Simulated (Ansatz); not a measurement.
Write a Python script for the Ansatz DFT code, driven from Python that makes vertical and adiabatic energies of changing the electron count of Al2H4S, SMILES [AlH2][S][AlH2]. Use (for the species named): PBE0, def2-SVP basis, multiplicity 1.

```xyz
7

Al   -1.3715    0.2618   -0.7382
S    -0.8940   -1.0050    1.0218
Al    1.2664   -0.4367    0.8519
H    -1.2977   -0.2849   -2.2316
H    -1.7978    1.8338   -0.5402
H     1.8505    0.8566    1.6453
H     2.3055   -1.2936   -0.0549
```

`adiabatic_al2h4s.py`:
```python
# -*- coding: utf-8 -*-
import itertools

import ansatz
from ase import Atoms
from ase.data import atomic_numbers, covalent_radii
import numpy as np

BASIS_SET = "def2-SVP"
XC = "PBE0"
NET_CHARGE = 1

atoms = Atoms(["Al", "S", "Al", "H", "H", "H", "H"], positions=[
    (-1.3715, 0.2618, -0.7382),
    (-0.894, -1.005, 1.0218),
    (1.2664, -0.4367, 0.8519),
    (-1.2977, -0.2849, -2.2316),
    (-1.7978, 1.8338, -0.5402),
    (1.8505, 0.8566, 1.6453),
    (2.3055, -1.2936, -0.0549),
])
mol = ansatz.Crystal.molecule_from_ase(atoms)

calculation = mol.calculation().basis(gaussian=BASIS_SET).functional(XC)
symbols = [site.symbol for site in mol.cartesian_sites]
start = np.array([site.position_ang for site in mol.cartesian_sites], dtype=float)
report = calculation.relax(force_tolerance=0.01, max_steps=100).run().report
end = np.array(report["positions_ang"])

minimum = ansatz.Crystal.molecule()
for symbol, place in zip(symbols, end):
    minimum = minimum.atom(symbol, place.tolist())
ion = (
    minimum.calculation()
    .basis(gaussian=BASIS_SET)
    .functional(XC)
    .charge(NET_CHARGE)
    .spin("collinear", total=1)
)
vertical = ion.run().report
settled = ion.relax(force_tolerance=0.01, max_steps=80).run().report
print(f"vertical ionisation energy   {vertical['free_energy_ev'] - report['free_energy_ev']:.3f} eV")
print(f"adiabatic, no zero point     {settled['free_energy_ev'] - report['free_energy_ev']:.3f} eV")
print(f"relaxation energy of the ion {vertical['free_energy_ev'] - settled['free_energy_ev']:.3f} eV")
ionised = np.array(settled["positions_ang"])
radius = [covalent_radii[atomic_numbers[s]] for s in symbols]
span = lambda where, i, j: np.linalg.norm(where[i] - where[j])
bonded = [(i, j) for i, j in itertools.combinations(range(len(symbols)), 2) if min(span(end, i, j), span(ionised, i, j)) < 1.2 * (radius[i] + radius[j])]
print("pair        before    after (A)")
for i, j in bonded:
    print(f"{symbols[i]}{i}-{symbols[j]}{j}".ljust(10), f"{span(end, i, j):8.4f} {span(ionised, i, j):8.4f}")
for first, second in list(itertools.combinations(bonded, 2)):
    shared = set(first) & set(second)
    if shared and symbols[(j := shared.pop())] != "H":
        i, k = sorted((set(first) | set(second)) - {j})
        u, v = ionised[i] - ionised[j], ionised[k] - ionised[j]
        angle = np.degrees(np.arccos(np.clip(u @ v / np.linalg.norm(u) / np.linalg.norm(v), -1, 1)))
        print(f"final angle {symbols[i]}{i}-{symbols[j]}{j}-{symbols[k]}{k}: {angle:.2f} deg")
```

```console
$ python adiabatic_al2h4s.py
vertical ionisation energy   10.138 eV
adiabatic, no zero point     9.226 eV
relaxation energy of the ion 0.912 eV
pair        before    after (A)
Al0-S1       2.1925   2.3112
Al0-H3       1.5851   1.5692
Al0-H4       1.5831   1.5692
S1-Al2       2.1924   2.3111
Al2-H5       1.5833   1.5692
Al2-H6       1.5850   1.5692
final angle S1-Al0-H3: 108.96 deg
final angle S1-Al0-H4: 109.01 deg
final angle Al0-S1-Al2: 123.31 deg
final angle H3-Al0-H4: 142.02 deg
final angle S1-Al2-H5: 109.01 deg
final angle S1-Al2-H6: 108.96 deg
final angle H5-Al2-H6: 142.02 deg
```

The energies are electronic: no zero-point or thermal terms, and the basis set is short of its limit. The product may relax into another structure. The relaxation finds the nearest minimum, so the adiabatic value is an upper bound. Wall time of the script: 4.3 min on 1 thread of Intel(R) Xeon(R) Platinum 8259CL CPU @ 2.50GHz (Skylake/Cascade Lake), with other jobs on the host, peak memory 0.3 GiB.
